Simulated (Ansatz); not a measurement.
A calculation on fluorite CeO2 returned elastic constant C11 425 GPa, elastic constant C44 50.1 GPa, Voigt–Reuss–Hill shear modulus 79.9 GPa.

For reference: elastic constant C11 403 GPa (measured, temperature not stated, no zero-point or thermal correction; as tabulated in Atomistic and experimental study on thermal conductivity of bulk and porous …); elastic constant C44 60 GPa (measured, temperature not stated, not corrected to a static lattice; as tabulated in Atomistic and experimental study on thermal conductivity of bulk and porous …).

Question: Which level of theory produced these numbers?
A) B3LYP (VWN-RPA form) (Ansatz (a program for electronic structure))
B) PBE (Ansatz)
C) LC-ωPBE (Ansatz)
D) LDA (Ansatz)

Answer: C, LC-ωPBE (Ansatz)

The others give: PBE 332 GPa, 48.6 GPa, 70.2 GPa; LDA 377 GPa, 67.6 GPa, 87.6 GPa; B3LYP (VWN-RPA form) 373 GPa, 49.5 GPa, 75.3 GPa.

Unless a cell is named, each level is at its own relaxed cell (B3LYP (VWN-RPA form) 13.58, LC-ωPBE 12.99, LDA 12.82, PBE 13.59 Å³/atom).

The crystal itself was run without spin with PBE, LDA, B3LYP (VWN-RPA form), LC-ωPBE; a magnetic state was not tried in these runs.

Ansatz's density-functional and Hartree–Fock values are scalar-relativistic unless marked +SOC, with PAW data made under PBE.
